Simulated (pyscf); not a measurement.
`[CH3][Al]([CH3])[NH]` [doublet] + `[H][H]` → `[CH3][Al]([CH3])[NH2]` + `[H]` [doublet], a hydrogen abstraction (doublet surface; H–H broken, H–N formed). Single points on ωB97X-D3(BJ)/def2-SVP structures (PySCF, gas phase). Energies in kcal/mol from the separated reactants.

Small-basis levels: PySCF, no dispersion term, spherical d functions. AM1 to PM7: differences of heats of formation from MOPAC, which are fitted to 298 K values and so differ in kind from electronic energies by zero-point and thermal terms. Open shells are spin-unrestricted. 

```json
[
 {"level": "HF/STO-3G", "barrier": "13.8", "reaction energy": "+0.2"},
 {"level": "HF/3-21G", "barrier": "18.3", "reaction energy": "-8.6"},
 {"level": "HF/6-31G*", "barrier": "20.0", "reaction energy": "-7.5"},
 {"level": "MP2/6-31G*", "barrier": "12.1", "reaction energy": "-20.7"},
 {"level": "SVWN5/6-31G*", "barrier": "-7.1", "reaction energy": "-17.0"},
 {"level": "B3LYP/6-311+G**", "barrier": "5.5", "reaction energy": "-8.9"},
 {"level": "PBE/def2-SVP", "barrier": "-0.5", "reaction energy": "-14.7"},
 {"level": "AM1", "barrier": "20.6", "reaction energy": "-1.9"},
 {"level": "PM6", "barrier": "(withheld)", "reaction energy": "+19.7"},
 {"level": "ωB97M-D3(BJ)/def2-TZVP", "barrier": "(withheld)", "reaction energy": "-12.7"}
]
```

Q: Some entries are withheld; supply them.

A: 
- PM6, barrier: 8.3
- ωB97M-D3(BJ)/def2-TZVP, barrier: 6.3

Against the last row the barrier runs from -13.4 (SVWN5/6-31G*) to +14.3 kcal/mol (AM1). At SVWN5/6-31G*, PBE/def2-SVP, PM6 this geometry lies under one side, so the entry may be no barrier of that level: it is a single point on another level's saddle. ωB97M-D3(BJ)/def2-TZVP has limits of its own. One saddle was located; it need not be the lowest between these sides. The angle at the transferred H is 160°.
